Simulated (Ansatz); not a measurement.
Two structures of Si$_{2}$H$_{6}$O, closed shell, reached by relaxing down either side of one saddle point (PBE0-D4/def2-TZVP). Energies are electronic, without zero-point energy. Ansatz 0.2.0; basis: def2-TZVPP and def2-QZVPP; cores frozen in the correlated methods. Extrapolation: Hartree–Fock as exp(−7.88 √X), correlation as X^−2.97. First:

```json
{"atom": "Si1", "x (Å)": "0.2770", "y (Å)": "1.5282", "z (Å)": "0.0245"}
{"atom": "Si2", "x (Å)": "1.1058", "y (Å)": "-0.6683", "z (Å)": "0.4276"}
{"atom": "H3", "x (Å)": "-1.9426", "y (Å)": "1.1335", "z (Å)": "-1.2345"}
{"atom": "O4", "x (Å)": "-1.1327", "y (Å)": "0.6153", "z (Å)": "-1.1703"}
{"atom": "H5", "x (Å)": "-0.6596", "y (Å)": "1.3164", "z (Å)": "1.2177"}
{"atom": "H6", "x (Å)": "-0.0414", "y (Å)": "-1.6213", "z (Å)": "0.1717"}
{"atom": "H7", "x (Å)": "2.2059", "y (Å)": "-1.1452", "z (Å)": "-0.4592"}
{"atom": "H8", "x (Å)": "1.5410", "y (Å)": "-0.9014", "z (Å)": "1.8347"}
{"atom": "H9", "x (Å)": "-1.3535", "y (Å)": "-0.2572", "z (Å)": "-0.8122"}
```

Second:

```csv
atom,x (Å),y (Å),z (Å)
Si1,-0.5446,0.7213,-0.0559
Si2,1.1498,-0.8225,0.4043
H3,0.0234,1.9440,-0.6965
O4,-1.6251,-0.0308,-1.0568
H5,-1.2003,1.1683,1.2084
H6,0.5988,-2.0280,1.0786
H7,1.8401,-1.2398,-0.8451
H8,2.1460,-0.1844,1.3085
H9,-2.3882,0.4717,-1.3455
```

Task: Which bonds change from the first to the second?

Result: Si₂H₄ ([SiH][SiH3]) + H₂O → Si₂H₆O ([OH][SiH2][SiH3]); bonds formed: Si1–H3; dative contacts that become bonds: Si1–O4; bonds broken: H3–O4.

Task: Give the saddle point's structure and its height above each. (Judge from chemistry; the value comes from the calculation.)

Result: Computed: 23.68 kcal/mol above the first and 79.68 kcal/mol above the second (CCSD(T) at an estimated basis limit (MP2 extrapolated from triple and quadruple zeta, plus CCSD(T) − MP2 in triple zeta)).
| atom | x (Å) | y (Å) | z (Å) |
| --- | --- | --- | --- |
| Si1 | -0.1765 | 1.0154 | 0.0626 |
| Si2 | 1.2109 | -0.8307 | 0.4861 |
| H3 | -0.8354 | 1.5216 | -1.3394 |
| O4 | -1.4014 | 0.3932 | -1.2640 |
| H5 | -1.0536 | 1.0851 | 1.2800 |
| H6 | 0.4135 | -2.0423 | 0.8303 |
| H7 | 2.0596 | -1.1437 | -0.6941 |
| H8 | 2.1047 | -0.5049 | 1.6329 |
| H9 | -2.3220 | 0.5062 | -0.9941 |

The T1 diagnostic stays at or below 0.016. The restricted Hartree–Fock reference is unstable towards an unrestricted one at one or more of these structures.

Losses and insertions of silylenes and their heavier kin drive the gas-phase chemistry of silicon and germanium vapour deposition.

Labels in which every atom is bracketed show which atoms are joined, not bond orders.

For scale, one of the runs: CCSD(T)/def2-TZVPP, 199 basis functions, launched by `ansatz run in.yaml --threads 2 --pin off --events-out ev --progress --plain --max-ram 4352MiB`. Hardware: 2 CPU threads of an Arm Neoverse V1, shared host. Wall time 46 s; peak host memory 2.2 GiB.
